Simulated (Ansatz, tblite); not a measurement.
Cost and result up the ladder for the cluster Li₂H₂ (the lowest singlet isomer of a short search) (4 atoms). Total charge 0; singlet. Geometry: PBE-D4/def2-TZVP.

```csv
atom,x (Å),y (Å),z (Å)
Li1,1.125,0.059,-0.178
Li2,-1.123,-0.056,0.192
H3,-0.107,1.294,-0.248
H4,0.104,-1.297,0.235
```

Ansatz on 4 threads of Arm Neoverse V1 on a shared host; xTB runs through tblite on one thread. Times are rough, summed over both states, and most runs start from the orbitals of an earlier one. ωB97M-V/def2-TZVP serves as the yardstick here, not as an exact answer. The other state is a triplet at its own geometry, which has other bonds, so the gap mixes isomer and spin.

The xTB rows come from tblite. HSE06 is defined as in plane-wave codes, on full-range PBE exchange. Correlated methods freeze no core orbitals; core or outer-core shells of Li are correlated, in sets that lack core-valence functions. In CCSD on the charge 0 triplet the largest single amplitude is 0.51, so its Hartree–Fock determinant may place the open shell otherwise than the density functionals do. HOMO above LUMO, or a gap near zero within one spin, warns that the state may not be the lowest or that an electron is smeared out. In the triplet, H3 and H4 lie 1.04 Å apart (atoms count from 1), so these atoms are partly bonded to each other. The structure comes from a short search, and lower isomers may exist.

Run but left out: HF/STO-3G, HF/def2-TZVP, HF/def2-TZVPP, MP2/def2-TZVP, MP2/def2-TZVPP (triplet: a determinant that CCSD turns far, T1 0.129).

Correlated methods converge slowly with the basis.

xTB has no spin-polarisation term.

```json
{"level": "GFN1-xTB", "functions": "12", "wall time": "0.002 s"}
{"level": "GFN2-xTB", "functions": "10", "wall time": "0.002 s"}
{"level": "PBE-D4/def2-TZVP", "functions": "40", "wall time": "0.55 s"}
{"level": "revPBE-D4/def2-TZVP", "functions": "40", "wall time": "0.55 s"}
{"level": "HSE06-D4/def2-TZVP", "functions": "40", "wall time": "0.7 s"}
{"level": "RPA@PBE/def2-TZVP", "functions": "40", "wall time": "0.7 s"}
{"level": "PBE0-D4/def2-TZVP (with forces)", "functions": "40", "wall time": "0.85 s"}
{"level": "CCSD(T)/def2-TZVPP", "functions": "66", "wall time": "1 s"}
{"level": "r2SCAN-D4/def2-TZVP", "functions": "40", "wall time": "1.2 s"}
{"level": "r2SCAN0-D4/def2-TZVP", "functions": "40", "wall time": "1.2 s"}
{"level": "B97M-V/def2-TZVP", "functions": "40", "wall time": "1.9 s"}
{"level": "ωB97M-V/def2-TZVP", "functions": "40", "wall time": "2 s"}
```

Estimate what each level gives for the triplet − singlet (eV).


| level | triplet − singlet (eV) | difference from ωB97M-V/def2-TZVP (eV) | remarks |
| --- | --- | --- | --- |
| GFN1-xTB | 5.87 | 2.39 | – |
| GFN2-xTB | 6.29 | 2.81 | – |
| PBE-D4/def2-TZVP | 2.69 | -0.79 | gap within one spin near zero (triplet) |
| revPBE-D4/def2-TZVP | 2.68 | -0.80 | gap within one spin near zero (triplet) |
| HSE06-D4/def2-TZVP | 2.86 | -0.62 | gap within one spin near zero (triplet) |
| RPA@PBE/def2-TZVP | 2.49 | -0.99 | – |
| PBE0-D4/def2-TZVP (with forces) | 2.90 | -0.58 | – |
| CCSD(T)/def2-TZVPP | 3.36 | -0.12 | large T1 (0.129) (triplet) |
| r2SCAN-D4/def2-TZVP | 2.77 | -0.71 | gap within one spin near zero (triplet) |
| r2SCAN0-D4/def2-TZVP | 2.94 | -0.54 | – |
| B97M-V/def2-TZVP | 3.29 | -0.19 | gap within one spin near zero (triplet) |
| ωB97M-V/def2-TZVP | 3.48 | 0.00 | – |
